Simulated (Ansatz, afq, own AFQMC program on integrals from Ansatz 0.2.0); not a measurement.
Integrals from Ansatz 0.2.0, then the random walk in our own AFQMC program (afq).

```yaml
crystal:
  periodic: [false, false, false]
  atoms:
    - {symbol: Si, position_ang: [-1.072993, 0.005784, 0.020136]}
    - {symbol: Al, position_ang: [1.302554, -0.007022, -0.024444]}
    - {symbol: H, position_ang: [-1.649681, 1.388403, 0.005708]}
    - {symbol: H, position_ang: [-1.637588, -0.658943, 1.238242]}
    - {symbol: H, position_ang: [-1.682655, -0.702669, -1.150684]}
basis:
  gaussian: {orbitals: cc-pVDZ}
magnetization: {spin_polarized: true, initial_magnetization: 0}
correlation: {method: ccsd_t, electrons: outside_noble_gas, hamiltonian_folder: ham}
```

```sh
$ ansatz run in.yaml --threads 1 --pin off --events-out ev --progress --plain --max-ram 1382MiB
```

afq runs on the folder ham with

```
--method phaseless --trial hf --walkers 120 --populations 1 --least-time 40 --time-step 0.005 --steps-per-block 20 --equilibration-blocks 112 --max-blocks 600 --target-error 0.00114 --factor-cut 1e-05 --start spin_pure --seed 8096 --taylor-order 6
```

Times are imaginary, in 1/Eh. The walk had a cap of 656 s.

Log:

```
orbitals 41  electrons 5 5  factors 310 of 493
reference energy -532.54318061 Eh
CCSD correlation -0.19454065 Eh in 12 cycles, weight of the determinant in the CISD state 0.8523
energy of the start -532.543181 Eh
 block  time / (1/Eh)  mean weight  energy / Eh
     1     0.100  1.0023  -532.571996
     2     0.200  1.0003  -532.594706
     3     0.300  1.0018  -532.612100
     4     0.400  1.0016  -532.624892
     5     0.500  1.0017  -532.640776
    10     1.000  1.0005  -532.686048
    86     8.600  0.9989  -532.748122
   171    17.100  1.0005  -532.759864
   256    25.600  1.0015  -532.762470
   341    34.100  1.0003  -532.745261
   426    42.600  1.0001  -532.742536
   511    51.100  0.9993  -532.729161
   596    59.600  0.9983  -532.778974
   630    63.000  1.0017  -532.723654
   681    68.100  0.9995  -532.731084
   698    69.800  0.9997  -532.751675
blocks merged  error / Eh  count
     1  0.000659  600
     2  0.000873  300
     4  0.001089  150
     8  0.001379  75
    16  0.001705  37
    32  0.002110  18
    64  0.002123  9
energy -532.747970 +/- 0.002110 Eh
(rows thinned)
```

The run passed its tests (sampling time, drift between the halves within three errors, error under three times the target), which doesn't prove that it has relaxed.

Against this walk (error 57.4 meV) on the same determinant: CCSD(T) 147.5 meV higher, CCSDT(Q) 113.1 meV higher (within the noise), a separate phaseless walk with a CISD trial and standard settings 140.5 ± 58.3 meV higher. The error is statistical and leaves out the bias of the constraint.

Cautions: constraint bias not in the error; error above the target (57.4 against 31.0 meV); higher spins were not checked; an unrestricted solution with more broken spin lies lower (62 meV, ⟨S²⟩ 0.36), while this determinant keeps restricted orbitals.

The walk took 6.1 min on 1 thread of Arm Neoverse V1, on a shared host. The log's last line is the phaseless energy.

CCSDT and higher add their correlation energy to the determinant of the CCSD(T) run, since their own runs factorise the integrals more tightly (a shift of under 2 meV). A walk keeps the symmetry of its determinant, which the program's search chose and which needn't be the lowest solution, so a lower state of the same spin and another symmetry isn't excluded.
